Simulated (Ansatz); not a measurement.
Litharge PbO, treated with PBE-D3(BJ) (PAW; Ansatz, a first-principles code).

Settings: plane-wave cutoff 500 eV, 8×8×8 k mesh, gaussian smearing 0.02 eV, scalar-relativistic PAW data made under PBE.

Computed at the level's own relaxed cell.

Estimate the volume per atom, lattice parameter a and c axis length that the calculation returns.


* **volume per atom**: 20.32 Å³/atom
* **lattice parameter a**: 4.034 Å
* **c axis length**: 4.994 Å

Measured, for comparison: lattice constant a 3.975 Å (room temperature, no zero-point or thermal correction, our sources range from 3.964 to 3.975; as tabulated in Canepa et al. (2012), arXiv:1204.2842); lattice parameter c 5.023 Å (room temperature, no zero-point or thermal correction, our sources range from 4.995 to 5.023; as tabulated in Canepa et al. (2012), arXiv:1204.2842). Computed (rounded) less measured: lattice constant a +1.5 % (+1.5 % to +1.8 % over the range), lattice parameter c -0.6 % (0.0 % to -0.6 % over the range). A static lattice is as a rule a little smaller and stiffer than an uncorrected measurement, which narrows the difference in the lattice parameter c and would widen misses of the other sign.

Note: a distance lies near a switch of the dispersion term, which can move the cell.

Spin–orbit coupling is not included; it can shift volumes and moduli of such heavy elements.

Cost on a shared machine: around 100 core-seconds (rough).
